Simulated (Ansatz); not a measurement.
Task: a comparison of methods with full CI of H₃N (charge +1), SMILES [NH3+], with Ansatz's Python interface. Give the script and its output. Level of theory (for the species named): FCI, STO-3G basis, multiplicity 2.

```yaml
atoms:
  - { symbol: N, position_ang: [-0.0002, 0.0080, 0.2948] }
  - { symbol: H, position_ang: [-0.5975, -0.7633, -0.0780] }
  - { symbol: H, position_ang: [-0.3601, 0.8950, -0.1230] }
  - { symbol: H, position_ang: [0.9579, -0.1397, -0.0939] }
```

Script `run_fci.py`:
```python
# -*- coding: utf-8 -*-
import ansatz as az

BASIS_SET = 'STO-3G'
CHARGE = 1

geometry_ang = [
    ('N', (-0.0002, 0.008, 0.2948)),
    ('H', (-0.5975, -0.7633, -0.078)),
    ('H', (-0.3601, 0.895, -0.123)),
    ('H', (0.9579, -0.1397, -0.0939)),
]
molecule = az.Crystal.molecule()
for symbol, xyz in geometry_ang:
    molecule = molecule.atom(symbol, xyz)

model = molecule.calculation()
model = model.basis(gaussian=BASIS_SET).charge(CHARGE)
model = model.spin('collinear', total=1)
model = model.accuracy('medium')
exact = model.correlation('fci').run(threads=1).report
print(f'full CI {exact["free_energy_ev"] / 27.211386246:.7f} Ha over {exact["configurations"]["states"][0]["n_determinants"]} determinants')
print('natural occupations', [round(n, 4) for n in exact['configurations']['natural_occupations']])
print(f'hf       misses {1000 * (exact["reference_energy_ev"] - exact["free_energy_ev"]) / 27.211386246:9.3f} mHa')
for method in ['mp2', 'ccsd', 'ccsd_t', 'bccd_t']:
    e = model.correlation(method).run(threads=1).report['free_energy_ev']
    print(f'{method:8s} misses {1000 * (e - exact["free_energy_ev"]) / 27.211386246:9.3f} mHa')
```

Output of `python run_fci.py`:
```text
full CI -55.2402089 Ha over 1225 determinants
natural occupations [1.9856, 1.9737, 1.9737, 1.0002, 0.0243, 0.0243, 0.0182]
hf       misses    63.176 mHa
mp2      misses    18.085 mHa
ccsd     misses     0.281 mHa
ccsd_t   misses     0.096 mHa
bccd_t   misses     0.101 mHa
```

Notes:
- The settings weren't tested for convergence.
- Full CI is exact only within this small basis and its frozen core, at an unrelaxed geometry.
- The species is open-shell (spin multiplicity 2).
- Hardware and time: 0.7 s on 1 thread of Intel(R) Xeon(R) Processor @ 2.30GHz, with other jobs on the host, peak memory 0.18 GiB.
